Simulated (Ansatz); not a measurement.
The cluster Li2O⁻, relaxed as a doublet with UKS PBE-D4/def2-TZVPD in Ansatz, starting from the GFN2-xTB geometry. Force threshold 0.02 eV/Å.

The highest occupied level of the charge -1 doublet lies above zero (up to 1.16 eV). Energy differences disagree on whether the electron is bound (positive means bound): 0.19 eV (vertical, against the charge 0 singlet, at PBE-D4/def2-TZVPD), but -0.16 eV at CCSD/def2-TZVPPD. The structure comes from a short search, and lower isomers may exist.

Start:

Cartesian coordinates in Å:
```
Li -0.4326 -0.1969 -1.1156
Li 0.4021 -0.6383 0.9467
O 0.0304 0.8352 0.1689
```

Problem. Estimate the energy that the relaxation releases and the steps that it takes.

Solution. 25.0 kJ/mol, in 6 steps; 9 s on 4 threads of Intel Xeon on a shared host. The force fell under the threshold at step 5, but the optimiser went on. No frequencies were taken in this run, so the end may be a saddle point.

Problem. Does the start keep its bonding and symmetry?

Solution. By distances, no bond broke or formed, bridged metal pairs apart. The bond that changes most is Li1–O3, from 1.71 to 1.66 Å (atoms count from 1). Metal–metal contacts that move far: Li1–Li2 2.27 to 2.97 Å. Point group C2v at the start, C2v at the end, both within 0.05 Å.

Problem. Predict the relaxed structure.

Solution. 
```
atom   x (Å)   y (Å)   z (Å)
 Li1  -0.554   0.049  -1.397
 Li2   0.537  -0.530   1.300
  O3   0.017   0.481   0.096
```
Bond lengths (bridged metal pairs left out): 2 × Li–O 1.66 Å.
